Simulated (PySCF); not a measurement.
Gas-phase reaction: 2 SiH2F + 2 C2H4 + C2H6 → 2 (CH3)3SiF

Computed with PySCF (xtb for GFN2) and rigid-rotor harmonic-oscillator thermochemistry at 1 bar. † marks an energy on the PBE0/def2-TZVP geometry and frequencies; other levels use their own. MP2 and CCSD(T) freeze the core. 6-31G* has spherical d functions here. Open shells (unrestricted): SiH2F (multiplicity 2); the rest are closed-shell singlets. GFN2 has no spin-polarisation term. B3LYP is the form with VWN-RPA correlation. SiH2F: computed as isolated molecules; such fragments, hydroxides, amides, oligomers or adducts are transient or little studied in the gas. MP2 isn't extrapolated to the basis-set limit; its ΔH°(298 K) is -772.2 kJ in def2-SVP and -814.0 kJ in def2-TZVPP. CCSD(T) isn't extrapolated to the basis-set limit. The harmonic model lacks anharmonicity and excited electronic states, which grow with temperature; levels with a mode under 35 cm⁻¹ are left out. Internal rotation in C2H6, (CH3)3SiF is treated as a harmonic vibration of one conformer, which makes the entropy rough.

```
level               ΔE electronic, kJ  ΔH°(298 K), kJ  ΔS°(298 K), J/K  ΔG°(800 K), kJ
------------------  -----------------  --------------  ---------------  --------------
B3LYP/def2-TZVP†                 -749            -715             -460            -360
BLYP/def2-TZVP†                  -700            -666             -460            -311
CCSD(T)/def2-SVP†                -764            -731             -460            -375
GFN2-xTB                         -532            -489             -429            -154
HF/6-31G*                        -700            -668             -466            -307
MP2/def2-SVP†                    -805            -772             -460            -416
MP2/def2-TZVPP†                  -847            -814             -460            -458
PBE0/def2-SVP†                   -834            -801             -460            -445
PBE0/def2-TZVP                   -821            -787             -460            -432
ωB97X-V/def2-TZVP†               -850            -817             -460            -461
```
ΔH° is lowest at ωB97X-V/def2-TZVP† and highest at GFN2-xTB. No reference value is set beside these.
